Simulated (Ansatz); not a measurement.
System: CsGaS3 (P2₁/c, No. 14; cell taken from a computed entry). Method: r²SCAN+SOC in Ansatz (PAW).

Input file:

Ansatz 0.2 input:
```yaml
crystal:
  lattice:
    - [7.5450037421, 0.0, -0.0359606198]
    - [0.0, 12.3659910196, 0.0]
    - [-1.9589858971, 0.0, 6.1175510268]
  atoms:
    - { symbol: Cs, position: [0.2520341402, 0.9156552621, 0.2795700985] }
    - { symbol: Cs, position: [0.7479658598, 0.0843447379, 0.7204299015] }
    - { symbol: Cs, position: [0.7479658598, 0.4156552621, 0.2204299015] }
    - { symbol: Cs, position: [0.2520341402, 0.5843447379, 0.7795700985] }
    - { symbol: Ga, position: [0.8069497087, 0.7719253348, 0.3479444998] }
    - { symbol: Ga, position: [0.1930502913, 0.2280746652, 0.6520555002] }
    - { symbol: Ga, position: [0.1930502913, 0.2719253348, 0.1520555002] }
    - { symbol: Ga, position: [0.8069497087, 0.7280746652, 0.8479444998] }
    - { symbol: S, position: [0.0190115282, 0.3267988067, 0.8161070502] }
    - { symbol: S, position: [0.9809884718, 0.6732011933, 0.1838929498] }
    - { symbol: S, position: [0.9809884718, 0.8267988067, 0.6838929498] }
    - { symbol: S, position: [0.0190115282, 0.1732011933, 0.3161070502] }
    - { symbol: S, position: [0.5508918075, 0.6725757324, 0.3552356796] }
    - { symbol: S, position: [0.4491081925, 0.3274242676, 0.6447643204] }
    - { symbol: S, position: [0.4491081925, 0.1725757324, 0.1447643204] }
    - { symbol: S, position: [0.5508918075, 0.8274242676, 0.8552356796] }
    - { symbol: S, position: [0.6877321688, 0.5814448494, 0.6332143631] }
    - { symbol: S, position: [0.3122678312, 0.4185551506, 0.3667856369] }
    - { symbol: S, position: [0.3122678312, 0.0814448494, 0.8667856369] }
    - { symbol: S, position: [0.6877321688, 0.9185551506, 0.1332143631] }
basis:
  ecutwfc: 560
  ecutrho_ratio: 4
  xc_grid: 3
kpoints:
  mp_grid: { grid: [4, 4, 6] }
  band_path: { path: [[0, 0, 0], [0, 0, 0.125], [0, 0, 0.25]], npoints: 1 }
hamiltonian:
  xc: r2scan
  dispersion: none
  pseudopotentials: { kind: paw }
scf:
  occupations: { method: fermi_dirac, width: 0.01 }
  convergence: { dr2_threshold: 0.000000002 }
output:
  forces: true
  stress: true
  eigenvalues: true
  write_bands: true
magnetization:
  noncollinear: true
  spin_orbit: true
```

Problem. How many irreducible k-points, plane waves at Γ does the program set up, and what pressure does the run end with?

Solution. 42 irreducible k-points, 17147 plane waves at Γ; P = 0.64 GPa, so the cell is compressed on average and its volume would grow at this level.

Excerpt of the program's output:

```
Crystal: 20 atoms, lattice volume = 569.905 Å³
Basis set: ecut = 560 eV, 17147 PW (Γ), exchange–correlation on 180×288×150 points (27 copies of the dense FFT grid, shifted against one another)
Bands: 200, of which v1, the nominal top of the filled ones, is band 160 counted from 1 (159 counted from 0)
Symmetry: 4 space group operations + 4 with time reversal
k-points: 42 of 96
Initial density: superposition of atomic densities (chi_scale 0.1, normalization cell, long waves kept (reshape's long-wave potential 0.01 eV rms))
Functional: x = r2scan, c = r2scan; τ floored in thin density (d = 2e-4 eV/Å³)
spin=Noncollinear: Resta preconditioning applied to the charge; magnetization (m_x, m_y, m_z) channels mix plain (no charge-response kernel on spin).
SCF 1 converged in 11 iterations: F = -48729.788176 eV  dr2 = 1.09e-9
SCF converged after 11 iterations
Free energy (F): -48729.788176 eV
Internal energy: -48729.788176 eV  (E = F + TS)
E sigma→0 (E₀):  -48729.788176 eV
Fermi energy:    5.738420 eV
--- Forces (eV/Å), atoms counted from 1 ---
  atom   1  Cs    -0.01396317    -0.00499830     0.04573916
  atom   2  Cs     0.01396317     0.00499830    -0.04573916
  atom   3  Cs     0.01396317    -0.00499830    -0.04573916
  atom   4  Cs    -0.01396317     0.00499830     0.04573916
  atom   5  Ga     0.02332246     0.01231596     0.01309869
  atom   6  Ga    -0.02332246    -0.01231596    -0.01309869
  atom   7  Ga    -0.02332246     0.01231596    -0.01309869
  atom   8  Ga     0.02332246    -0.01231596     0.01309869
  atom   9  S      0.05522391    -0.01709614     0.03206004
  atom  10  S     -0.05522391     0.01709614    -0.03206004
  atom  11  S     -0.05522391    -0.01709614    -0.03206004
  atom  12  S      0.05522391     0.01709614     0.03206004
  atom  13  S      0.02901631     0.00632798     0.01731684
  atom  14  S     -0.02901631    -0.00632798    -0.01731684
  atom  15  S     -0.02901631     0.00632798    -0.01731684
  atom  16  S      0.02901631    -0.00632798     0.01731684
  atom  17  S      0.04694378     0.07625426     0.06164437
  atom  18  S     -0.04694378    -0.07625426    -0.06164437
  atom  19  S     -0.04694378     0.07625426    -0.06164437
  atom  20  S      0.04694378    -0.07625426     0.06164437
--- Stress (GPa, compression-positive) ---
        0.614574       0.000000      -0.034607
        0.000000       0.816072      -0.000000
       -0.034607      -0.000000       0.486018
  P = ⅓ Tr σ = 0.6389 GPa (6.389 kbar)
```

The PAW data were made under PBE.

Note: cell and atoms aren't relaxed at this level (largest force component 0.08 eV/Å, pressure 0.6 GPa).

Cost on a shared machine: very roughly 2.3 core-hours.

Ansatz is a quantum-chemistry and plane-wave program.
